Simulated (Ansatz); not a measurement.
Scandium, hcp: convergence with the plane-wave cutoff

Computed with Ansatz, PBE, scalar-relativistic PAW, on the relaxed cell (a = 3.319 Å, c = 5.184 Å (c/a = 1.562); spin not included). Errors count from a run at 420 eV on a Γ-centred 18×18×10 mesh with Fermi-Dirac smearing of 0.1 eV, extrapolated to zero width. Fixed here: mesh 11×11×6, Fermi-Dirac width 0.1 eV. The pressure holds a Pulay correction and is unreliable far below the recommended cutoff. The SCF starts from atomic densities corrected by a trained network.

```
cutoff (eV)  E(σ→0) error (meV/atom)  P (GPa)  SCF iterations
        150                  13780.8     2.37               7
        200                   2364.3    -0.39               6
        250                    311.0    -0.16               6
        300                     23.9    -0.01               6
        350                      1.0    -0.03               6
        420                      0.1    -0.03               6
        500                     -0.5    -0.03               6
        600                     -0.7    -0.03               6
        800                     -0.8    -0.03               6
```

Within 5 meV/atom of the last row: from 350 eV on.
